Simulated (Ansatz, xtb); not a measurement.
Two isomers of C3H7P

Structure a: `CP1CC1`, a singlet. Structure b: `[H]/P=C\CC`, a singlet. Both are isolated molecules in the gas phase, relaxed with PBE0-D3(BJ)/def2-SVP; the shapes shown needn't be the lowest conformers.

a (Å):

```json
{"atom": "C", "x (Å)": "-2.2776", "y (Å)": "0.1582", "z (Å)": "2.1881"}
{"atom": "C", "x (Å)": "-2.7860", "y (Å)": "0.1378", "z (Å)": "-0.6154"}
{"atom": "C", "x (Å)": "-1.3592", "y (Å)": "0.5681", "z (Å)": "-0.4777"}
{"atom": "P", "x (Å)": "-1.8391", "y (Å)": "-0.8090", "z (Å)": "0.6654"}
{"atom": "H", "x (Å)": "-2.5685", "y (Å)": "1.1960", "z (Å)": "1.9650"}
{"atom": "H", "x (Å)": "-3.1112", "y (Å)": "-0.3374", "z (Å)": "2.7093"}
{"atom": "H", "x (Å)": "-1.4157", "y (Å)": "0.1732", "z (Å)": "2.8730"}
{"atom": "H", "x (Å)": "-3.0682", "y (Å)": "-0.4215", "z (Å)": "-1.5132"}
{"atom": "H", "x (Å)": "-3.5677", "y (Å)": "0.8196", "z (Å)": "-0.2653"}
{"atom": "H", "x (Å)": "-1.1552", "y (Å)": "1.5471", "z (Å)": "-0.0324"}
{"atom": "H", "x (Å)": "-0.6643", "y (Å)": "0.3037", "z (Å)": "-1.2813"}
```

b (Å):

```json
{"atom": "C", "x (Å)": "-2.4790", "y (Å)": "0.6931", "z (Å)": "1.8920"}
{"atom": "C", "x (Å)": "-2.7052", "y (Å)": "0.1129", "z (Å)": "0.4975"}
{"atom": "C", "x (Å)": "-1.7283", "y (Å)": "0.6292", "z (Å)": "-0.5070"}
{"atom": "P", "x (Å)": "-0.6052", "y (Å)": "-0.1808", "z (Å)": "-1.4462"}
{"atom": "H", "x (Å)": "-1.4840", "y (Å)": "0.4188", "z (Å)": "2.2740"}
{"atom": "H", "x (Å)": "-3.2329", "y (Å)": "0.3186", "z (Å)": "2.6007"}
{"atom": "H", "x (Å)": "-2.5420", "y (Å)": "1.7926", "z (Å)": "1.8845"}
{"atom": "H", "x (Å)": "-3.7244", "y (Å)": "0.3795", "z (Å)": "0.1603"}
{"atom": "H", "x (Å)": "-2.6634", "y (Å)": "-0.9877", "z (Å)": "0.5301"}
{"atom": "H", "x (Å)": "-1.7389", "y (Å)": "1.7225", "z (Å)": "-0.6364"}
{"atom": "H", "x (Å)": "-0.9079", "y (Å)": "-1.5083", "z (Å)": "-0.9811"}
```

Quicker runs give these differences E(b) − E(a): GFN2-xTB +4.1 kcal/mol; HF/STO-3G +22.2 kcal/mol (at GFN2-xTB geometries); r2SCAN-D4/def2-SVP +4.9 kcal/mol (at GFN2-xTB geometries).

Question: Estimate E(b) − E(a) at the level CCSD(T)/def2-SVP + ΔMP2/def2-TZVPP.

Answer: Not settled: CCSD(T)/def2-SVP + ΔMP2/def2-TZVPP gives E(b) − E(a) = +5.2 kcal/mol, but this leans on the basis-set step: CCSD(T) alone gives +0.1 kcal/mol.

Level by level:

```
                             level              geometry  E(b) − E(a) (kcal/mol)  departure from the last row (kcal/mol)  job, with rough time for the two
                          GFN2-xTB              GFN2-xTB                      +4.1                                    −1.1              optimisation, 0.18 s
                         HF/STO-3G              GFN2-xTB                     +22.2                                   +16.9               single point, 0.5 s
                r2SCAN-D4/def2-SVP              GFN2-xTB                      +4.9                                    −0.3               single point, 3.8 s
              PBE0-D3(BJ)/def2-SVP  PBE0-D3(BJ)/def2-SVP                      +7.5                                    +2.3                optimisation, 52 s
                       HF/def2-SVP  PBE0-D3(BJ)/def2-SVP                      +1.9                                    −3.3           part of the CCSD(T) run
                      MP2/def2-SVP  PBE0-D3(BJ)/def2-SVP                      +3.3                                    −2.0           part of the CCSD(T) run
                  CCSD(T)/def2-SVP  PBE0-D3(BJ)/def2-SVP                      +0.1                                    −5.1                      single point
CCSD(T)/def2-SVP + ΔMP2/def2-TZVPP  PBE0-D3(BJ)/def2-SVP                      +5.2                                                        single point, 17 s
```

As drawn, b has 1 P–H, 1 C=P, 1 C–C in place of 3 C–P, 1 C–H. Structure a has a 3-membered ring, b no ring.

CCSD(T)/def2-SVP finds them nearly level. The largest departure from CCSD(T)/def2-SVP + ΔMP2/def2-TZVPP is that of HF/STO-3G, 16.9 kcal/mol. The last row adds to CCSD(T) the change of the MP2 difference between the two basis sets, here +5.1 kcal/mol, a large step that makes the value less sure.

With harmonic frequencies from PBE0-D3(BJ)/def2-SVP (ideal gas, rigid rotor, one conformer each, 298.15 K, 1 atm): the zero-point term adds −0.5 kcal/mol; ΔH is +4.8 and ΔG +4.2 kcal/mol.

The correlated steps freeze 8 core orbitals. Mirror images aren't counted in ΔG. Programs: Ansatz 0.2.0, xtb 6.7.1; the last row on 2 threads of Intel(R) Xeon(R) Processor @ 2.70GHz on a shared host.
